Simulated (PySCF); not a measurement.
SiO⁺ at M06-2X

Computed with M06-2X; PySCF, no relativity, basis sets Si 6-311G(d,p), O 6-311G(d,p).

* state: ²Σ⁺ (doublet), unpaired electrons σ ↑
* bond length: 1.519 Å
* harmonic wavenumber: 1147 cm⁻¹
* force constant: 7.88 mdyn/Å
* rotational constant Be: 0.7177 cm⁻¹
* anharmonicity ωexe: 6.83 cm⁻¹
* vibration–rotation constant αe: 0.00655 cm⁻¹
* well depth De to Si⁺ + O: 421 kJ/mol
* dissociation energy D0: 414 kJ/mol
* bond order (Mayer): 2.07
* dipole moment (positive dipole points towards O; it is taken about the centre of mass and depends on that origin): -4.79 D

For an ion De counts to the pair picked by the measured ionisation energies or electron affinities, which need not be the lowest pair at this level. The state is the lowest determinant that a PBE0 search found; another state may lie lower at other levels.
